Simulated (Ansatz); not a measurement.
Two shapes of singlet C2H2O2.

Shape 1:

```xyz
6

C    -0.0351   -0.0026   -0.7365
C    -0.0328   -0.0217    0.7973
O    -0.0158    1.0540   -1.3110
O     0.0160   -1.0932    1.3198
H    -0.0497   -0.9753   -1.2493
H    -0.0296    0.9972    1.2889
```

Shape 2:

```xyz
6

C     0.0000    0.0224   -0.6989
C     0.0000   -0.0224    0.6989
O     0.0000    0.9791   -1.2487
O     0.0000   -0.9791    1.2487
H     0.0000   -0.9017   -1.1522
H     0.0000    0.9017    1.1522
```

Basis set: cc-pVDZ (spherical functions). Left uncorrelated: 4 orbitals. Charge 0, multiplicity 1.

Computed with Ansatz (development build ahead of 0.2.0); each method stands on the lowest determinant of its kind that the runs found.

(1) Which shape is lower in energy, and by how much in each method?

Results:

(1)

```
 method  E(2) − E(1) (eV)
    RHF             1.283
RHF-MP2             2.065
```

Shape 1 is lower. Caution: no unrestricted run beside it, a lower state can exist.
